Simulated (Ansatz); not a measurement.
# CHClF2O: how energies converge with the basis set

An exercise on one series of results from a longer session: the logs are not shown, and one member is left open.

The runs use Ansatz 0.2.0, Gaussian basis; one geometry, several basis sets.

Levels to be run: PBE0-D4/def2-SVP; ωB97M-V/def2-SVP; PBE0-D4/def2-QZVPP; ωB97M-V/def2-QZVPP; the functionals' def2-TZVPP values are taken from earlier runs.

## The geometry

An earlier PBE0-D4 in a triple-zeta def2 set relaxation fixed the geometry.

SMILES `OC(F)(F)Cl`, 6 atoms, charge 0, spin multiplicity 1.

Atoms are counted from 1 here; the program's logs count them from 0.

Bond lengths: O1–C2 1.342 Å, O1–H6 0.967 Å, C2–F3 1.344 Å, C2–F4 1.344 Å, C2–Cl5 1.755 Å. Angles: C2–O1–H6 108.3°, O1–C2–F3 111.6°, O1–C2–F4 111.6°, O1–C2–Cl5 109.0°, F3–C2–F4 105.8°, F3–C2–Cl5 109.4°, F4–C2–Cl5 109.4°.

The first run:

File in.yaml:

```yaml
crystal:
  periodic: [false, false, false]
  atoms:
    - {symbol: O, position_ang: [0.108717, 0.330710, 1.041256]}
    - {symbol: C, position_ang: [0.025461, 0.014403, -0.260606]}
    - {symbol: F, position_ang: [-1.234487, -0.290437, -0.615378]}
    - {symbol: F, position_ang: [0.761149, -1.071462, -0.553581]}
    - {symbol: Cl, position_ang: [0.588076, 1.375689, -1.215667]}
    - {symbol: H, position_ang: [-0.206816, -0.422902, 1.557776]}
basis:
  gaussian: {orbitals: def2-SVP}
hamiltonian: {xc: pbe0, dispersion: d4}
output: {orbitals: {seedname: orbitals}}
```

Steps of the session up to this table: PBE0-D4 in def2-SVP; ωB97M-V in def2-SVP; PBE0-D4 in def2-QZVPP; ωB97M-V in def2-QZVPP.

One table of the session follows, with a row left open; its other results are not shown here.

It belongs to the step «Functionals by basis». 

```
functional       basis  HOMO (eV)  LUMO (eV)
   PBE0-D4    def2-SVP      -9.39       0.94
   PBE0-D4  def2-TZVPP      -9.59       0.25
   PBE0-D4  def2-QZVPP      -9.63       0.00
   ωB97M-V    def2-SVP     -11.70       2.88
   ωB97M-V  def2-TZVPP          ?          ?
   ωB97M-V  def2-QZVPP     -12.00       1.46
```

Q: Estimate the row for ωB97M-V, def2-TZVPP from the others.

As computed: HOMO (eV): -11.94; LUMO (eV): 2.04. In the column «HOMO (eV)» it lies between ωB97M-V, def2-QZVPP (-12.00) and ωB97M-V, def2-SVP (-11.70).
